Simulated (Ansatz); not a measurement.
For zinc-blende GaAs, LDA (Ansatz, a quantum-chemistry and plane-wave program, PAW) gives:

* **band gap at the measured cell**: 0.29 eV
* **elastic constant C11**: 117 GPa
* **elastic constant C44**: 58.6 GPa
* **Voigt–Reuss–Hill shear modulus**: 45.9 GPa

**Question.** What does r²SCAN0 (PAW; Ansatz) give for the same quantities?

**Answer.** 
- band gap at the measured cell: 2.24 eV (goes up by 1.95 eV)
- elastic constant C11: 129 GPa (grows by 10 %)
- elastic constant C44: 65.4 GPa (goes up by 12 %)
- Voigt–Reuss–Hill shear modulus: 51.9 GPa (goes up by 13 %)

For comparison: band gap 1.57 eV (measured, zero-point renormalisation of 0.05 eV added back (the table's ZPR column); as tabulated in Chen et al. (2018), doi:10.1103/physrevmaterials.2.073803); elastic constant C11 119 GPa (measured, temperature not stated, not corrected to a static lattice; as tabulated in Bastos et al. (2018), arXiv:1801.07526); elastic constant C44 60 GPa (measured, temperature not stated, no zero-point or thermal correction; as tabulated in Råsander and Moram (2015), arXiv:1505.02379).

Changes are worked out from the printed values.

Unless a cell is named, each level is at its own relaxed cell.

Spin–orbit coupling is included only where a level's name says +SOC; with heavier elements it mostly lowers gaps and can invert bands. Density-functional gaps are differences of (generalised) Kohn–Sham levels.

Ansatz's density-functional and Hartree–Fock values are scalar-relativistic unless marked +SOC, with PAW data made under PBE.
